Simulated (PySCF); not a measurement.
A structure optimised at B3LYP-D3(BJ)/def2-TZVPD, used in a PySCF frequency run:

```
Si
H 1 1.4828
H 1 1.4828 2 111.03
H 1 1.4828 2 111.03 3 124.03
```
Charge 0, spin multiplicity 2.

Write its SMILES, formula and point group.

[SiH3], H₃Si, C3v

What are its rotational constants (standard atomic weights)?

141.30, 141.30, 83.906 GHz
